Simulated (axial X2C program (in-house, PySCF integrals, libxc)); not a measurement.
**Working with the constants of LiMg⁻**

A bond curve at the PBE0 level, two-component, was computed with an in-house all-electron X2C program for linear molecules (integrals from PySCF) (basis Mg dyall-av3z [10s9p6d4f], Li dyall-av3z [9s9p3d] (cores contracted in-house)) for the state Ω = 0 (closed shell). Its fit gives Re = 3.4351 Å, ωe = 141.8 cm⁻¹, ωexe = 2.04 cm⁻¹ and αe = 6.021e-03 cm⁻¹; the masses are 23.9850 and 7.0160 u. Two-component means X2C with spin–orbit coupling and atomic mean-field Coulomb and Gaunt terms.

Task: Find the reduced mass, Be and the force constant.

Result: From the PBE0 values: μ = 5.4282 u. Be = 16.8576/(μ Re²) = 0.2632 cm⁻¹. k = 5.8918×10⁻⁷ μ ωe² = 0.0643 mdyn/Å.

Task: Where do the fundamental and the first overtone lie?

Result: ν(1←0) = ωe − 2ωexe = 137.7 cm⁻¹; ν(2←0) = 2ωe − 6ωexe = 271.4 cm⁻¹.

Task: Estimate De from a Morse curve and compare with the computed well depth of 0.373 eV to Mg + Li-.

Result: De(Morse) = ωe²/(4ωexe) = 0.306 eV against 0.373 eV computed, a ratio of 0.82. The extrapolation falls short: long-range attraction (ionic or ion–induced dipole) or a change of character along the curve can cause this.

Task: Give B0, the J = 1←0 line in GHz and the most populated J at 300 K (kT = 208.5 cm⁻¹).

Result: B0 = Be − αe/2 = 0.2602 cm⁻¹; 2B0 = 15.6 GHz; J(max) ≈ √(kT/2B0) − 1/2 = 19.5, so J = 20.

Task: Estimate the centrifugal constant by the Kratzer relation.

Result: D = 4Be³/ωe² = 3.63e-06 cm⁻¹.

The state is a single determinant with fixed occupations, the lowest that a limited PBE0 search found. Dissociation energies refer to the lowest single-determinant-based atoms at the same level and basis. Other states lie close and PBE0, whose exact exchange favours high spin, may order them wrongly; the determinant shown need not be the ground state. The nearest other 2c determinant of the search, Ω = 1, lies 0.34 eV up at the distance of the search. The highest occupied level of some functionals is positive through self-interaction error; at Hartree–Fock it is bound.
